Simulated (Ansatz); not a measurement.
Born–Oppenheimer molecular dynamics of AlClH2 (4 atoms, charge 0, multiplicity 1). It starts at the highest image of a converged band, a first-order saddle point between two minima.

All numbers below come from RKS PBE-D4/6-31G* in Ansatz 0.2.0.

```json
{"ensemble": "NVE (velocity Verlet)", "time step": "0.5 fs", "steps asked": "200", "starting velocities drawn for": "300 K", "seed": "9062"}
```

First frame:

```xyz
4
Properties=species:S:1:pos:R:3
Al -0.494 0.000 0.557
H 1.141 0.000 1.342
Cl 2.214 0.000 0.246
H -0.913 0.000 -1.021
```

(1) How far do the bonds stretch over the last three quarters of this one trajectory? (Pairs bonded in most of those frames.)

Answers

(1) 
```
  bond  mean (Å)  spread (Å)  shortest  longest
Al1–H4     1.661       0.022      1.62     1.71
H2–Cl3     1.407       0.072      1.29     1.61
```

Mean temperature of the second half: 277 K. The conserved energy stayed within 0.087 meV per atom of its start (net change 0.018 meV per atom), so the integration is sound. A run of 0.1 ps of so small a system gives no equilibrium averages. The orbitals stay closed-shell, which can raise the energy where a bond breaks towards radicals; this wasn't checked here.

The run took 3.9 min on 1 thread of Arm Neoverse N1 (shared host), peak memory 0.089 GiB.
